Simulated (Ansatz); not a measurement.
A nudged elastic band was laid between two geometries of C2H3NO2 (8 atoms, charge 0, multiplicity 1).

Theory: RKS PBE/def2-SVP in Ansatz.

* movable images: 5
* climbing image: yes
* spring: 5.0 eV/Å²
* optimiser: quadratic models (default)
* start path: through a guess of the saddle point
* force threshold: 0.05 eV/Å
* iteration limit: 60
* end points: relaxed

Image 0:

```xyz
8
Properties=species:S:1:pos:R:3
N -0.791 -0.811 0.433
C 0.289 -0.449 -0.308
O 0.993 -1.181 -0.996
C 0.586 1.059 -0.214
O -0.078 1.837 0.443
H -1.292 -0.090 0.956
H -1.100 -1.782 0.454
H 1.486 1.359 -0.824
```

Image 6:

```xyz
8
Properties=species:S:1:pos:R:3
N -1.118 -0.587 0.722
C -0.091 -0.355 -0.003
O 0.557 -1.316 -0.694
C 0.544 1.011 -0.193
O 0.097 2.000 0.350
H -1.424 0.310 1.141
H 0.079 -2.153 -0.511
H 1.447 1.033 -0.868
```

(1) Which bonds break or form, and what moves?

(2) Give the energies along the band, and the barrier.

(3) What is the geometry of the highest image?

(4) What are the harmonic wavenumbers there?

## Answers

(1) Bonds broken: N1–H7. Bonds formed: O3–H7.

(2) The run converged. The highest image is number 3 of 0 to 6, 44.2 kcal/mol above the first end and 28.9 kcal/mol above the last; the last end lies 15.3 kcal/mol above the first. A vibrational analysis at the climbing image gives one clearly imaginary mode, 1750i cm⁻¹: a first-order saddle point. The orbitals stay closed-shell, which can raise the energy where a bond breaks towards radicals; this wasn't checked here.

| image | path coordinate (Å) | energy (kcal/mol) | N1–H7 (Å) | O3–H7 (Å) |
| --- | --- | --- | --- | --- |
| 0 | 0.00 | 0.0 | 1.02 | 2.62 |
| 1 | 0.42 | 3.2 | 1.02 | 2.32 |
| 2 | 0.83 | 21.4 | 1.08 | 1.82 |
| 3 | 1.25 | 44.2 | 1.35 | 1.34 |
| 4 | 1.59 | 30.3 | 1.68 | 1.06 |
| 5 | 1.92 | 18.8 | 2.02 | 0.99 |
| 6 | 2.26 | 15.3 | 2.33 | 0.98 |

(3) 
```xyz
8
Properties=species:S:1:pos:R:3
N -0.929 -0.766 0.552
C 0.097 -0.324 -0.137
O 0.645 -1.306 -0.773
C 0.609 1.096 -0.221
O 0.067 2.015 0.358
H -1.536 -0.171 1.127
H -0.387 -1.821 -0.098
H 1.526 1.219 -0.864
```

(4) 1750i, 120, 228, 450, 515, 520, 736, 984, 986, 1084, 1112, 1315, 1483, 1619, 1784, 2061, 2870, 3478 cm⁻¹.

Time of the run: 49 s on 2 threads of Arm Neoverse V2, on a shared host, peak memory 0.15 GiB.
